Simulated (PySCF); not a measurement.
**CH⁺: frontier orbitals**

PBE0 at R = 1.141 Å; PySCF, no relativity, basis sets H def2-TZVP, C def2-TZVP. State: ¹Σ⁺ (singlet), closed shell. Only the outer orbitals are listed, counted within each symmetry.

| orbital | occ. | ε (eV) | on H (%) | main shells (%) |
| --- | --- | --- | --- | --- |
| 2σ | 2 | -28.95 | 19 | 72 C s, 19 H s, 8 C p |
| 3σ | 2 | -19.83 | 16 | 60 C p, 24 C s, 16 H s |
| 1π | 0 | -14.46 | 1 | 99 C p |
| 1π | 0 | -14.46 | 1 | 99 C p |

Question: Which are the highest filled and the lowest empty level, where do they sit, and how wide is the gap?

Answer: Highest filled 3σ at -19.83 eV (in %: 60 C p, 24 C s, 16 H s); lowest empty 1π at -14.46 eV (in %: 99 C p); the gap at PBE0 is 5.37 eV.

- bond order (Mayer): 0.88
- ⟨S²⟩: 0.000
- charge on H (Mulliken, basis-dependent): 0.30
- charge on H (Löwdin, basis-dependent): 0.17
- dipole moment (positive dipole points towards C; it is taken about the centre of mass and depends on that origin): -1.81 D
- polarisability along the bond: 8.6 bohr³
- polarisability across the bond: 6.9 bohr³
